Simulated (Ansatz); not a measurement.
Wurtzite MgTe was calculated with PBE-D3(BJ) (Ansatz, an electronic-structure program, PAW).

Settings: plane-wave cutoff 520 eV, 12×12×6 k mesh (along the axes of the cell as run), Fermi–Dirac smearing 0.01 eV, scalar-relativistic PAW data made under PBE.

The cell is scaled about its equilibrium volume (c/a stays at 1.628):

Shape and atoms are relaxed at each volume.

```tsv
V (Å³/atom)	P (GPa)	direct gap at Γ (eV)
31.644	1.67	2.769
32.303	0.79	2.672
32.962	0.00	2.578
33.622	-0.71	2.487
34.281	-1.36	2.399
```

A straight line through the gaps at Γ against ln V gives a volume deformation potential dE_g(Γ)/d ln V of -4.6 eV: the gap at Γ widens under compression.

Note: the bulk modulus comes from volumes at which shape and atoms were relaxed.

Spin–orbit coupling is not included; with these elements it can move the gap by several tenths of an eV or more.
